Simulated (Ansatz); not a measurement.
# FH5NSi: the cost of one run

Computed with Ansatz 0.2.0, Gaussian basis. Level: PBE0-D4/def2-SVP, unrestricted.

**1. The system as given**

The start, a known saddle point with all atoms moved at random by about 0.06 Å a coordinate: 8 atoms, charge 0, spin multiplicity 2.

Atoms are counted from 1 here; the program's logs count them from 0.

Bond lengths: H1–Si2 1.659 Å, Si2–F3 1.598 Å, Si2–H5 1.431 Å, Si2–H6 1.384 Å, N4–H7 1.078 Å, N4–H8 0.997 Å. Angles: H1–Si2–F3 106.0°, H1–Si2–H5 107.7°, H1–Si2–H6 109.3°, F3–Si2–H5 106.8°, F3–Si2–H6 110.0°, H5–Si2–H6 116.5°, H7–N4–H8 103.8°.

Geometry (Å):

```xyz
8
FH5NSi
H     0.46220    0.00481    0.34893
Si   -0.88314    0.92733    0.04589
F    -1.34394    0.56156   -1.44026
N     1.51677   -1.16084    0.36338
H    -0.47596    2.29942    0.02667
H    -1.87933    0.59136    0.94560
H     0.79671   -1.95845    0.44428
H     1.66295   -1.07027   -0.61879
```

**2. The search**

Input file run/in.yaml:

```yaml
crystal:
  periodic: [false, false, false]
  atoms:
    - {symbol: H, position_ang: [0.462195, 0.004807, 0.348928]}
    - {symbol: Si, position_ang: [-0.883136, 0.927326, 0.045895]}
    - {symbol: F, position_ang: [-1.343942, 0.561560, -1.440258]}
    - {symbol: N, position_ang: [1.516771, -1.160837, 0.363381]}
    - {symbol: H, position_ang: [-0.475960, 2.299415, 0.026669]}
    - {symbol: H, position_ang: [-1.879326, 0.591360, 0.945599]}
    - {symbol: H, position_ang: [0.796715, -1.958452, 0.444283]}
    - {symbol: H, position_ang: [1.662953, -1.070267, -0.618793]}
basis:
  gaussian: {orbitals: def2-SVP}
magnetization: {spin_polarized: true, initial_magnetization: 1}
hamiltonian: {xc: pbe0, dispersion: d4}
saddle:
  f_tol: 0.05
  max_steps: 40
  mode_guess:
    - [0.5105, -0.6545, -0.0461]
    - [-0.0717, 0.0894, 0.0054]
    - [0.0375, -0.0033, 0.0119]
    - [-0.3607, 0.3854, -0.0001]
    - [-0.0448, 0.0711, -0.0138]
    - [-0.0262, 0.0087, 0.0099]
    - [-0.0119, 0.0621, 0.0239]
    - [-0.0327, 0.0412, 0.0090]
```

Launch:

```console
ansatz run in.yaml --threads 4 --pin off --events-out ev --progress --plain --max-ram 9574MiB
```

**Question.** How long does this run take on 4 threads of Intel Xeon 6975P-C, shared host?

About 50 s.
